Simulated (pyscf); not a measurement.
Single points on ωB97X-D3(BJ)/def2-SVP structures (PySCF, gas phase).

**Question.** What is the homolytic dissociation enthalpy (298 K, ωB97M-D3(BJ)/def2-TZVP) of the O–Ta bond of HO–Ta(OH)(F)(F)–F (SMILES [OH][Ta]([OH])([F])([F])[F]), to OH• + [HO–Ta(F)(F)–F]•?

**Answer.** O–Ta to OH• + [HO–Ta(F)(F)–F]•: 463.6 kJ/mol. The 7 functionals that were run give +457.9 (M06-2X) to +478.7 kJ/mol (PBE). The radicals are drawn with the spin at the cut bond; how far it spreads was not checked. Other isomers of [HO–Ta(F)(F)–F]• were not searched in full and may lie lower. Left out: the spin-orbit lowering of OH. Open-shell species with a d-block atom are single-reference here; other states, and whether the spin sits on metal or ligand, were not checked. Elements past Kr carry the def2 core potentials, without spin-orbit coupling.
